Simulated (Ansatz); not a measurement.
We consider Cs₂AgBiBr₆ (Fm-3m, No. 225), described by r²SCAN+rVV10 (Ansatz, a first-principles code, plane waves, PAW).

Numerical settings: plane-wave cutoff 560 eV, 6×6×6 k mesh, Fermi–Dirac smearing 0.01 eV, no spin polarisation, scalar-relativistic PAW data made under PBE.

Cell (relaxed at this level):

AgBiCs₂Br₆ has the cubic space group Fm-3m (No. 225), Pearson symbol cF40. Conventional cell: a = b = c = 11.2365 Å, α = β = γ = 90.00°. Cs on 8c sees 12 Br at 3.973 Å (cuboctahedral). Ag on 4b has 6 Br at 2.778 Å (octahedral). Bi on 4a has 6 Br at 2.841 Å (octahedral). Br on 24e is coordinated by 1 Ag at 2.778 Å and 1 Bi at 2.841 Å and 4 Cs at 3.973 Å (octahedral). (Neighbours: up to the widest gap in distance over summed covalent radii, below 1.35, at either atom; cation-cation and far metal-metal contacts left out.)
(The calculation used a cell of 10 atoms; values per cell refer to that cell.)

### Question
What does this level give for the band gap, smallest direct gap on the k points sampled and Γ–Γ gap?

### Answer

* **band gap**: 1.60 eV
* **smallest direct gap on the k points sampled**: 2.71 eV
* **Γ–Γ gap**: 3.24 eV

Spin–orbit coupling is not included; with these elements it can move the gap by several tenths of an eV or more.
